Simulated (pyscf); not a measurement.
methane (CH₄) + H₃C–Ga(CH₃)–OH -> trimethylgallium (H₃C–Ga(CH₃)–CH₃) + water (H₂O), a four-centre exchange (singlet surface; C–H, Ga–O broken, C–Ga, H–O formed). Single points on ωB97X-D3(BJ)/def2-SVP structures (PySCF, gas phase). Energies in kcal/mol from the separated reactants.

Small-basis levels: PySCF, no dispersion term, spherical d functions. AM1 to PM7: differences of heats of formation from MOPAC, which are fitted to 298 K values and so differ in kind from electronic energies by zero-point and thermal terms. GFN2-xTB: tblite. Cost: rough CPU time at the saddle relative to B3LYP/6-31G*+LANL2DZ, from one job on a shared machine.

| level | barrier | reaction energy | cost |
|---|---|---|---|
| HF/STO-3G | 51.7 | +28.1 | 0.06 |
| HF/3-21G | 42.6 | +39.6 | 0.09 |
| PBE/6-31G*+LANL2DZ | 31.5 | +32.7 | 1 |
| M06-2X/6-31G*+LANL2DZ | 34.5 | +30.8 | 3 |
| B3LYP/6-311+G**+LANL2DZ | ___ | +25.8 | 2 |
| GFN2-xTB | 44.1 | +45.1 | under 0.02 |
| PM6 | ___ | +8.7 | under 0.02 |
| ωB97M-D3(BJ)/def2-TZVP | ___ | +22.9 | – |

Q: Fill in the missing entries.

A: 
- B3LYP/6-311+G**+LANL2DZ, barrier: 38.2
- PM6, barrier: 42.8
- ωB97M-D3(BJ)/def2-TZVP, barrier: 33.1

Against the last row the barrier runs from -1.6 (PBE/6-31G*+LANL2DZ) to +18.6 kcal/mol (HF/STO-3G). At PBE/6-31G*+LANL2DZ, GFN2-xTB this geometry lies under one side, so the entry may be no barrier of that level: it is a single point on another level's saddle. ωB97M-D3(BJ)/def2-TZVP has limits of its own. On the product side the descent ends in an adduct with a Ga–O contact, 13.1 kcal/mol under the separated species and 22.4 kcal/mol under the saddle at ωB97X-D3(BJ)/def2-TZVP. What is counted as broken (Ga–O) persists as a longer contact in the product adduct; parting that adduct is a step of its own. This is the saddle that the search found; another between the same sides may lie lower. In the def2 sets elements up to Kr have no core potential.
